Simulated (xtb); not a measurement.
xtb input (GFN2-xTB):

```bash
xtb mol.xyz --gfn 2 --ohess tight --chrg 1 --uhf 0
```
mol.xyz:
```
4

O      0.11920048     0.27533419    -0.19245909
H     -0.86619777     0.47042578    -0.12635648
Cl     0.06319445    -1.45260758    -0.17126744
H      0.73781166     0.70929198     0.46435333
```

Output:

```
           -------------------------------------------------
          |                Calculation Setup                |
           -------------------------------------------------

           -------------------------------------------------
          |                 G F N 2 - x T B                 |
           -------------------------------------------------

        Reference                      10.1021/acs.jctc.8b01176
      * Hamiltonian:
        H0-scaling (s, p, d)           1.850000    2.230000    2.230000
        zeta-weighting                 0.500000
      * Dispersion:
        s8                             2.700000
        a1                             0.520000
        a2                             5.000000
        s9                             5.000000
      * Repulsion:
        kExp                           1.500000    1.000000
        rExp                           1.000000
      * Coulomb:
        alpha                          2.000000
        third order                    shell-resolved
        anisotropic                    true
        a3                             3.000000
        a5                             4.000000
        cn-shift                       1.200000
        cn-exp                         4.000000
        max-rad                        5.000000

          ...................................................
          :                      SETUP                      :
          :.................................................:
          :  # basis functions                  16          :
          :  # atomic orbitals                  15          :
          :  # shells                            7          :
          :  # electrons                        14          :
          :  max. iterations                   250          :
          :  Hamiltonian                  GFN2-xTB          :
          :  restarted?                      false          :
          :  GBSA solvation                  false          :
          :  PC potential                    false          :
          :  electronic temp.          300.0000000     K    :
          :  accuracy                    1.0000000          :
          :  -> integral cutoff          0.2500000E+02      :
          :  -> integral neglect         0.1000000E-07      :
          :  -> SCF convergence          0.1000000E-05 Eh   :
          :  -> wf. convergence          0.1000000E-03 e    :
          :  Broyden damping             0.4000000          :
          :  net charge                          1          :
          :  unpaired electrons                  0          :
          ...................................................

 iter      E             dE          RMSdq      gap      omega  full diag
   1     -9.0785491 -0.907855E+01  0.918E+00    3.72       0.0  T
   2     -9.0804714 -0.192229E-02  0.512E+00    3.76       1.0  T
   3     -9.0814902 -0.101875E-02  0.705E-01    3.75       1.0  T
   4     -9.0819287 -0.438487E-03  0.488E-01    3.76       1.0  T
   5     -9.0824549 -0.526206E-03  0.261E-01    3.91       1.0  T
   6     -9.0825806 -0.125712E-03  0.131E-01    3.93       1.0  T
[...]
   full:       -0.091      -0.631       0.386       1.896
molecular quadrupole (traceless):
                xx          xy          yy          xz          yz          zz
 q only:        0.017      -0.450       2.360       0.955       1.001      -2.377
  q+dip:       -1.520      -1.130       6.052       1.144       2.160      -4.533
   full:       -2.186      -1.169       7.416       1.164       2.018      -5.231

           -------------------------------------------------
          |                Geometry Summary                 |
           -------------------------------------------------

      molecular mass/u    :       53.4682240
   center of mass at/Å    :        0.1110394      -0.8955680      -0.1638699
  moments of inertia/u·Å² :        0.1713812E+01   0.4098170E+02   0.4196320E+02
rotational constants/cm⁻¹ :        0.9836339E+01   0.4113454E+00   0.4017242E+00

 * 3 selected distances

     #   Z          #   Z                                           value/Å
     1   8 O        2   1 H                                       0.9901039
     1   8 O        3  17 Cl                                      1.8038267 (max)
     1   8 O        4   1 H                                       0.9900207 (min)

 * 2 distinct bonds (by element types)

   Z      Z             #   av. dist./Å        max./Å        min./Å
   1 H    8 O           2     0.9900623     0.9901039     0.9900207
   8 O   17 Cl          1     1.8038267     1.8038267     1.8038267

           -------------------------------------------------
          |               Frequency Printout                |
           -------------------------------------------------
 projected vibrational frequencies (cm⁻¹)
eigval :       -0.00    -0.00    -0.00     0.00     0.00     0.00
eigval :      679.58   851.94   888.63  1269.91  3120.71  3124.91
 reduced masses (amu)
   1:  7.43   2: 30.04   3: 16.50   4: 34.95   5: 21.42   6: 17.02   7: 21.91   8:  2.24
   9:  3.18  10:  2.03  11:  2.20  12:  1.49
 IR intensities (km·mol⁻¹)
   1: 50.97   2: 16.27   3: 24.61   4:  2.68   5: 41.20   6: 29.77   7: 56.71   8:  6.97
   9:363.12  10:201.19  11:351.77  12:234.01
 Raman intensities (Ä⁴*amu⁻¹)
   1:  0.00   2:  0.00   3:  0.00   4:  0.00   5:  0.00   6:  0.00   7:  0.00   8:  0.00
   9:  0.00  10:  0.00  11:  0.00  12:  0.00
 output can be read by thermo (or use thermo option).
 writing <g98.out> molden fake output.
 recommended (thermochemical) frequency scaling factor: 1.0
           -------------------------------------------------
          |             Thermodynamic Functions             |
           -------------------------------------------------

cs  symmetry found (for desy threshold:  0.10E+00) used in thermo

          ...................................................
          :                      SETUP                      :
          :.................................................:
          :  # frequencies                           6      :
          :  # imaginary freq.                       0      :
          :  linear?                             false      :
          :  only rotor calc.                    false      :
          :  symmetry                               cs      :
          :  rotational number                       1      :
          :  scaling factor                  1.0000000      :
          :  rotor cutoff                   50.0000000 cm⁻¹ :
          :  imag. cutoff                  -20.0000000 cm⁻¹ :
          :.................................................:

    mode    ω/cm⁻¹     T·S(HO)/kcal·mol⁻¹    T·S(FR)/kcal·mol⁻¹   T·S(vib)
   ------------------------------------------------------------------------
Note: The following floating-point exceptions are signalling: IEEE_UNDERFLOW_FLAG IEEE_DENORMAL
normal termination of xtb
   ------------------------------------------------------------------------

   temp. (K)  partition function   enthalpy   heat capacity  entropy
                                   cal/mol     cal/K/mol   cal/K/mol   J/K/mol
 298.15  VIB   1.07                  159.910      2.117      0.677
         ROT  0.415E+04              888.752      2.981     19.535
         INT  0.445E+04             1048.663      5.098     20.212
         TR   0.378E+27             1481.254      4.968     37.835
         TOT                        2529.9166    10.0663    58.0470   242.8688

       T/K    H(0)-H(T)+PV         H(T)/Eh          T*S/Eh         G(T)/Eh
   ------------------------------------------------------------------------
    298.15    0.403168E-02    0.266668E-01    0.275800E-01   -0.913196E-03
   ------------------------------------------------------------------------

         :::::::::::::::::::::::::::::::::::::::::::::::::::::
         ::                  THERMODYNAMIC                  ::
         :::::::::::::::::::::::::::::::::::::::::::::::::::::
         :: total free energy          -9.066090545549 Eh   ::
         ::.................................................::
         :: total energy               -9.065177349324 Eh   ::
         :: zero point energy           0.022635140270 Eh   ::
         :: G(RRHO) w/o ZPVE           -0.023548336495 Eh   ::
         :: G(RRHO) contrib.           -0.000913196225 Eh   ::
         :::::::::::::::::::::::::::::::::::::::::::::::::::::

optimized geometry written to: xtbopt.xyz

           -------------------------------------------------
          | TOTAL ENERGY               -9.065177349324 Eh   |
          | TOTAL ENTHALPY             -9.038510530377 Eh   |
          | TOTAL FREE ENERGY          -9.066090545549 Eh   |
          | GRADIENT NORM               0.000079097973 Eh/α |
          | HOMO-LUMO GAP               3.422110697930 eV   |
           -------------------------------------------------

------------------------------------------------------------------------
------------------------------------------------------------------------
 total:
 SCF:
 ANC optimizer:
 analytical hessian:
```

It need not be the lowest isomer of its formula.
